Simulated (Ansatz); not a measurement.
**C2H2ClF: basis-set convergence**

How large a basis does C2H2ClF need? Two functionals are run in growing sets.

The runs use Ansatz 0.2.0, Gaussian basis; one geometry, several basis sets.

The runs, in order: PBE0-D4/def2-SVP; ωB97M-V/def2-SVP; PBE0-D4/def2-QZVPP; ωB97M-V/def2-QZVPP; the functionals' def2-TZVPP values are taken from earlier runs.

## (1) Structure used throughout

All runs share one geometry, relaxed beforehand with PBE0-D4 in a triple-zeta def2 set.

6 atoms, charge 0, spin multiplicity 1.

Atoms are counted from 1 here; the program's logs count them from 0.

Bond lengths: F1–C2 1.333 Å, C2–C3 1.320 Å, C2–H5 1.083 Å, C3–Cl4 1.713 Å, C3–H6 1.082 Å. Angles: F1–C2–C3 120.7°, F1–C2–H5 113.8°, C3–C2–H5 125.5°, C2–C3–Cl4 121.4°, C2–C3–H6 122.6°, Cl4–C3–H6 116.0°.

Geometry (Å):

```
F    -0.3083    1.7749    0.0897
C    -0.0150    0.5651   -0.3865
C     0.0051   -0.4865    0.4117
Cl    0.3787   -2.0492   -0.1811
H     0.1918    0.5519   -1.4495
H    -0.2103   -0.4202    1.4694
```

## (2) PBE0-D4 in def2-SVP

The input, in.yaml:

```yaml
crystal:
  periodic: [false, false, false]
  atoms:
    - {symbol: F, position_ang: [-0.308326, 1.774920, 0.089717]}
    - {symbol: C, position_ang: [-0.014994, 0.565078, -0.386457]}
    - {symbol: C, position_ang: [0.005115, -0.486469, 0.411667]}
    - {symbol: Cl, position_ang: [0.378696, -2.049174, -0.181103]}
    - {symbol: H, position_ang: [0.191850, 0.551864, -1.449456]}
    - {symbol: H, position_ang: [-0.210341, -0.420217, 1.469431]}
basis:
  gaussian: {orbitals: def2-SVP}
hamiltonian: {xc: pbe0, dispersion: d4}
output: {orbitals: {seedname: orbitals}}
```

After this run come: ωB97M-V in def2-SVP; PBE0-D4 in def2-QZVPP; ωB97M-V in def2-QZVPP.

**Question.** What will the summary of the whole plan be? Wanted: PBE0-D4: double and triple zeta above quadruple; ωB97M-V: double and triple zeta above quadruple.

The runs gave:

| quantity | value |
| --- | --- |
| PBE0-D4: double and triple zeta above quadruple | 10.68, 0.62 eV |
| ωB97M-V: double and triple zeta above quadruple | 10.78, 0.60 eV |

**Reading.** For PBE0-D4 the step from double to triple zeta gains 10.06 eV and the next only 0.62 eV. Total energies overstate the basis error of differences, where much of it tends to cancel. The LUMO of ωB97M-V is positive and keeps falling with the basis (2.39 to 1.81 eV): an unbound level that the basis holds in place.
